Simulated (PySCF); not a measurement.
Input of a run (PBE0-D3(BJ)/def2-SVP geometry optimisation, gas phase (PySCF 2.14.0)), started from GFN2-xTB:
```
{"job": {"xc": "PBE0", "basis": "def2-SVP", "d3": "d3bj", "grid": 1, "shake": 0.01, "kind": "geom"}, "charge": 0, "multiplicity": 1}
F     -1.500580    -1.015610    -0.860070
P     -0.818240     0.410220    -0.474130
F     -1.715250     0.621630     0.863270
P      1.008610    -0.420140     0.483180
H      1.449230     0.864340     0.704580
H      1.600400    -0.490460    -0.761510
```

Output (energies in Eh, forces in Eh/bohr):
```
step   0  E = -882.80817448  max force = 0.023360
step   1  E = -882.81166472  max force = 0.006069
step   2  E = -882.81191767  max force = 0.002051
step   3  E = -882.81194192  max force = 0.000605
step   4  E = -882.81195341  max force = 0.000721
step   5  E = -882.81196122  max force = 0.001503
step   6  E = -882.81196072  max force = 0.000998
step   7  E = -882.81196430  max force = 0.000196
optimisation converged
```

Q: Summarise the run.

A: The energy falls by 2.4 kcal/mol over 8 energy and gradient evaluations, the largest force component goes from 0.0234 to 2.0e-04 Eh/bohr, and the atoms move by 0.049 Å rms after alignment. The bond that changes most is P4–H5 (three-coordinate phosphorus to P–H hydrogen), which lengthens by 0.056 Å. Bonds longer at the end by more than 0.005 Å: 3 of 5; shorter: 2. Among the angles that change most is F1–P2–F3, from 94.5° to 99.0°. The energy never rose by more than 1e-6 Eh on the way. The first step brought 92 % of the lowering.

Q: What are the final bond lengths?

A: F1–P2 1.614 Å, P2–F3 1.614 Å, P2–P4 2.239 Å, P4–H5 1.432 Å, P4–H6 1.432 Å. Numbering counts from 1 in the input's order; the species is `FP(F)P`.

The run used 74 basis functions and 50 SCF cycles in all. Time: 6.3 s; peak memory 0.32 GiB. Hardware: AMD EPYC 9R45, one thread, shared host with 96 logical CPUs at a one-minute load of 33.

No frequency check. One conformer, not necessarily the lowest.

Conformer computed: `[F:1][P:2]([F:3])[PH2:4]`: H–P4–P2–F1 174°, H–P4–P2–F1 81°.
